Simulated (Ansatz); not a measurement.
## Elastic constant C66 of hcp Mg at several levels of theory

No measured value is used here.

```csv
level (code),value (GPa),cell (Å³/atom)
LDA (Ansatz),___,21.61
PBE (Ansatz),20.0,22.95
PBEsol (Ansatz),___,22.51
revPBE (Ansatz),19.3,23.56
PBE-D3(BJ) (Ansatz),23.0,21.72
r²SCAN (Ansatz),23.1,22.57
r²SCAN+rVV10 (Ansatz),23.4,22.46
```

Question: Fill in the missing entries.

Answer: 
- LDA (Ansatz, a quantum-chemistry and plane-wave program), value (GPa): 22.0
- PBEsol (Ansatz), value (GPa): 20.9

PBE-D3(BJ): the dispersion coefficients are held fixed in the derivatives. Each level is taken at its own relaxed cell. Cutoffs differ between the levels. Ansatz's density-functional and Hartree–Fock values are scalar-relativistic unless marked +SOC, with PAW data made under PBE.
